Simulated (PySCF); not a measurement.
Thionylimide, HNOS.
Numbering: `[NH:1]=[S:2]=[O:3]` (hydrogens: H4 on N1)

The same species was optimised twice, with GFN2-xTB and with PBE0-D3(BJ)/def2-SVP (PySCF), and the same property calculations (PySCF, gas phase) were run on both structures.

| coordinate | GFN2-xTB | PBE0-D3(BJ)/def2-SVP | change |
| --- | --- | --- | --- |
| S2=O3 (Å) | 1.450 | 1.471 | +0.021 |
| N1–H4 (Å) | 1.010 | 1.029 | +0.019 |
| N1=S2 (Å) | 1.511 | 1.524 | +0.013 |
| S2–N1–H4 (°) | 123.4 | 114.9 | -8.5 |
| N1–S2–O3 (°) | 117.0 | 119.5 | +2.5 |

Rotational constants: A = 45217, B = 10202, C = 8324 MHz (GFN2-xTB) against A = 46925, B = 9786, C = 8097 MHz (PBE0-D3(BJ)/def2-SVP). Point groups within 0.08 Å: Cs and Cs.

On the GFN2-xTB structure: lowest singlet, TDDFT (eV) 3.87 [B3LYP/def2-SVPD]; lowest triplet, Tamm–Dancoff (eV) 3.20 [B3LYP/def2-SVPD]; isotropic polarisability (au) 31.0 [B3LYP/def2-SVPD]; HOMO (eV) -8.70 [B3LYP/def2-SVPD]; LUMO (eV) -3.17 [B3LYP/def2-SVPD]; dipole (D) 1.01 [B3LYP/def2-SVPD].

What do these properties become on the PBE0-D3(BJ)/def2-SVP structure?

| property | level | on GFN2-xTB | on PBE0-D3(BJ)/def2-SVP | change |
| --- | --- | --- | --- | --- |
| lowest singlet, TDDFT (eV) | B3LYP/def2-SVPD | 3.87 | 3.89 | +0.02 |
| lowest triplet, Tamm–Dancoff (eV) | B3LYP/def2-SVPD | 3.20 | 3.13 | -0.07 |
| isotropic polarisability (au) | B3LYP/def2-SVPD | 31.0 | 31.4 | +0.4 |
| HOMO (eV) | B3LYP/def2-SVPD | -8.70 | -8.78 | -0.08 |
| LUMO (eV) | B3LYP/def2-SVPD | -3.17 | -3.28 | -0.11 |
| dipole (D) | B3LYP/def2-SVPD | 1.01 | 0.95 | -0.06 |
| energy, GFN2-xTB geometry as zero (kcal/mol) | B3LYP/def2-SVPD | 0.0 | -1.8 | -1.8 |

The heavy atoms differ by 0.027 Å rms after alignment. Among all bonds S2=O3 changes most (+0.021 Å). Changes are differences of the printed values. Neither structure is proved a minimum here.
